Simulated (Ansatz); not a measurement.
Born–Oppenheimer molecular dynamics of H6OSi (8 atoms, charge 0, multiplicity 1). It starts at the highest image of a converged band. Of that band: The profile has 2 maxima (images 5, 7) with wells between them (image 6): this band takes more than one step, which may be the mechanism or a detour left from its start path. Neighbouring images differ by up to 1.4 eV, so the band resolves the path poorly. A vibrational analysis at the climbing image gives one clearly imaginary mode, 1140i cm⁻¹: a first-order saddle point.

The calculation used RKS PBE/cc-pVDZ in Ansatz.

```yaml
ensemble: NVE (velocity Verlet)
time_step: 0.5 fs
steps_asked: 200
starting_velocities_drawn_for: 300 K
seed: 7919
```

First frame:

```xyz
8
Properties=species:S:1:pos:R:3
Si 0.068 -0.082 -0.004
O 0.134 -0.233 1.947
H -0.746 -0.333 2.376
H 1.312 0.493 -0.625
H -0.865 1.117 0.183
H -0.729 -0.978 -0.925
H 0.949 -1.554 0.503
H 0.607 -1.200 1.513
```

**Question.** How far do the bonds stretch over the last three quarters of this one trajectory? (Pairs bonded in most of those frames.)

**Answer.** 
| bond | mean (Å) | spread (Å) | shortest | longest |
| --- | --- | --- | --- | --- |
| Si1–O2 | 1.716 | 0.090 | 1.59 | 1.86 |
| Si1–H4 | 1.517 | 0.027 | 1.47 | 1.56 |
| Si1–H5 | 1.521 | 0.022 | 1.48 | 1.56 |
| Si1–H6 | 1.513 | 0.045 | 1.44 | 1.58 |
| O2–H3 | 0.979 | 0.020 | 0.94 | 1.02 |
| H7–H8 | 0.773 | 0.037 | 0.72 | 0.82 |

Mean temperature of the second half: 1936 K. The conserved energy stayed within 0.2 meV per atom of its start (net change 0.071 meV per atom), so the integration is sound. The kinetic energy rose, since the run started high on the potential surface and went downhill. It ends in pieces (H2 + H4OSi), so much of that is their flight and rotation, not heat. A run of 0.1 ps of so small a system gives no equilibrium averages. The orbitals stay closed-shell, which can raise the energy where a bond breaks towards radicals; this wasn't checked here.

The run took 3.5 min on 1 thread of AMD EPYC 7R43 64-Core Processor (Zen 3) (shared host), peak memory 0.12 GiB.
